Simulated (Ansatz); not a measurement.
# HSCl (triplet): the correlation ladder at distance Cl1–H2 along a hydrogen transfer = 1.189 Å, cc-pVDZ

Aim: climb from Hartree-Fock through coupled cluster and multireference methods for HSCl (triplet) at one geometry and basis, and see what each rung misses.

Computed with Ansatz 0.2.0, Gaussian basis. Level: cc-pVDZ, core rule «outside noble gas», up to 10 orbitals frozen.

Plan: UHF; CCSD(T) on ROHF; CCSD(T) on UHF; BCCD(T) on ROHF; CISD; CCSDT(Q) on ROHF; CCSDT(Q) on UHF; CASSCF and MRCISD+Q, 4 electrons in 4 orbitals; CASSCF and NEVPT2, 4 electrons in 4 orbitals; CASSCF and MRCISD+Q, 14 electrons in 9 orbitals; CASSCF and MRCISD+Q(relaxed), 14 electrons in 9 orbitals; CASSCF and NEVPT2, 14 electrons in 9 orbitals.

10 further runs of the same task are left out: 1 for a mislabelled method, 9 that didn't finish.

### 1 The system

The geometry derives from fragments relaxed apart (PBE0/def2-TZVP) and kept rigid, so it is no stationary point. A hydrogen atom is moved between rigid fragments.

3 atoms, charge 0, spin multiplicity 3.

Atoms are counted from 1 here; the program's logs count them from 0.

Bond lengths: Cl1–H2 1.189 Å.

### 2 UHF

in.yaml reads:

```yaml
crystal:
  periodic: [false, false, false]
  atoms:
    - {symbol: Cl, position_ang: [0.000000, 0.000000, -1.536333]}
    - {symbol: H, position_ang: [0.000000, 0.000000, -0.347333]}
    - {symbol: S, position_ang: [0.000000, 0.000000, 1.883667]}
basis:
  gaussian: {orbitals: cc-pVDZ}
magnetization: {spin_polarized: true, initial_magnetization: 2}
hamiltonian: {xc: hf}
output: {orbitals: {seedname: orbitals}}
```

Run with:

```sh
> ansatz run in.yaml --threads 1 --pin off --events-out ev --progress --plain --max-ram 2393MiB
```

Further steps of the session: CCSD(T) on ROHF; CCSD(T) on UHF; BCCD(T) on ROHF; CISD; CCSDT(Q) on ROHF; CCSDT(Q) on UHF; CASSCF and MRCISD+Q, 4 electrons in 4 orbitals; CASSCF and NEVPT2, 4 electrons in 4 orbitals; CASSCF and MRCISD+Q, 14 electrons in 9 orbitals; CASSCF and MRCISD+Q(relaxed), 14 electrons in 9 orbitals; CASSCF and NEVPT2, 14 electrons in 9 orbitals.

**Question.** What will the summary of the whole plan be? Wanted: UCCSDT(Q) below the RHF energy; RMP2 from UCCSDT(Q); UMP2 from UCCSDT(Q); RCCSD from UCCSDT(Q); RCCSD(T) from UCCSDT(Q); UCCSD(T) from UCCSDT(Q); RCCSDT(Q) from UCCSDT(Q); MRCISD+Q pair from UCCSDT(Q); NEVPT2 valence from UCCSDT(Q).

As calculated:

```
                         quantity                                                                                                               value
   UCCSDT(Q) below the RHF energy                                                                                                          -7.5035 eV
              RMP2 from UCCSDT(Q)                                                                                                     +23.74 kcal/mol
              UMP2 from UCCSDT(Q)                                                                                                     +24.24 kcal/mol
             RCCSD from UCCSDT(Q)                                                                                                      +2.99 kcal/mol
          RCCSD(T) from UCCSDT(Q)                                                                                                      +0.57 kcal/mol
          UCCSD(T) from UCCSDT(Q)                                                                                                      +0.55 kcal/mol
         RCCSDT(Q) from UCCSDT(Q)                                                                                                      +0.01 kcal/mol
     MRCISD+Q pair from UCCSDT(Q)                                                                                                      +0.22 kcal/mol
    NEVPT2 valence from UCCSDT(Q)                                                                                                     +36.00 kcal/mol
  MRCISD+Q valence from UCCSDT(Q)                                                                                                      +0.37 kcal/mol
levels within 1 kcal/mol (43 meV)  RCCSD(T), UCCSD(T), BCCD(T), RCCSDT, UCCSDT, RCCSDT(Q), MRCISD+Q pair, MRCISD+Q valence, MRCISD+Q(relaxed) valence
                    T1 diagnostic                                                                                                               0.010
   effectively unpaired electrons                                                                                                                2.00
```

In words: RCCSD(T) lands +0.57 kcal/mol from the yardstick (0.3 % of the correlation energy). One determinant dominates. Of the multireference levels listed MRCISD+Q(relaxed) valence comes nearest in total energy (+0.13 kcal/mol), which doesn't show that its space is the better one. These misses are within one basis, not against nature; the frozen cores of restricted and unrestricted runs differ, which can shift their rows.
